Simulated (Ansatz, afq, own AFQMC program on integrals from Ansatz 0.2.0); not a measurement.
Atomization energy of CHGe, quartet

| atom | x (Å) | y (Å) | z (Å) |
| --- | --- | --- | --- |
| Ge | 0.0000 | 0.0140 | 0.3105 |
| C | 0.0000 | -0.1369 | -1.6710 |
| H | 0.0000 | 0.6198 | -2.4658 |

Connectivity, by distances: Ge–CH.

Atoms in their ground-state spins without spin–orbit coupling (mostly on UHF) minus the molecule (UHF), without zero-point energy. The geometry is a stationary point, not shown to be a minimum.

Basis cc-pVDZ. Only valence electrons are correlated. Ansatz 0.2.0 and our own AFQMC program on the same integrals; the CISD trial comes from CCSD amplitudes, and released means the phaseless constraint is let go. Free projection: walkers drawn from exp(T), propagated without any constraint. Its projection time is finite, and what remains of the start isn't in its error. Error bars are statistical, one sigma. No spin–orbit coupling. The errors of all members are added in quadrature.

No full CI on the walks' own integrals is used here; CCSDT(Q) serves as the reference and is uncertain by about the last step of the cluster series. Each member takes its own surest rung, up to full CI.

The best estimate is CCSD(T) at the basis-set limit (CBS: def2-TZVPP and def2-QZVPP, with their diffuse functions for anions and beside diffuse sets, CCSD(T) itself extrapolated) plus the step from CCSD(T) to CCSDT(Q) in cc-pVDZ. Rows without CBS are in cc-pVDZ, the functionals in def2-TZVP; B2PLYP and the wave-function rows carry a basis error of their own. Core correlation and relativity beyond core potentials are missing, and ± holds the sampling alone.

Cautions: inner d shell frozen; no relativity below Rb; no spin-orbit coupling; CHGe (quartet): lower spins were not checked.

Best estimate: 641.9 kJ/mol.

```tsv
level	atomization energy (kJ/mol)	error against the best estimate (kJ/mol)
HF	455.4	-186.5
MP2	576.2	-65.7
CCSD	565.9	-76.0
CCSD(T)	574.2	-67.7
CCSDT	575.9	-66.0
CCSDT(Q)	576.6	-65.2
ph-AFQMC/CISD	576.5 ± 0.8	-65.4 ± 0.8
released AFQMC	575.7 ± 1.3	-66.2 ± 1.3
free AFQMC	575.4 ± 1.5	-66.4 ± 1.5
HF/CBS	472.7	-169.1
MP2/CBS	636.4	-5.5
CCSD(T)/CBS	639.5	-2.4
PBE	685.5	43.6
r2SCAN	675.4	33.5
PBE0	666.5	24.6
B3LYP	651.9	10.0
wB97M-V	645.4	3.5
B2PLYP	637.0	-4.9
```

Correlation beyond CCSD(T) adds 2.4 kJ/mol. Going to the basis-set limit adds 65.3 kJ/mol at CCSD(T). The perturbative (T) step is worth +8.3 kJ/mol.

Best estimates are given only where the step beyond CCSD(T) is under 0.3 eV and no member's determinant is very poor (T1 over 0.05, or 0.07 for open shells, ⟨S²⟩ too high by 0.3, two states mixed), so the hardest cases are missing from such tables.

The functionals ran in a triple-zeta set and keep a basis error of their own, a few kJ/mol for each bond in atomization energies and more for double hybrids, so close places among them and the extrapolated levels can swap.

CCSDT and higher add their correlation energy to the determinant of the CCSD(T) run, since their own runs factorise the integrals more tightly (a shift of under 2 meV). Free projections are given only where their last times agree within the noise and don't stop above the reference; a slow remainder of the start can still hide under it. Each member of a difference takes its own highest rung, so a best estimate needn't equal the limit plus the step of one row. A walk keeps the symmetry of its determinant, which the program's search chose and which needn't be the lowest solution, so a lower state of the same spin and another symmetry isn't excluded. Released energies are given only where the last usable release times agree within the noise; a slower fall can still hide under it.
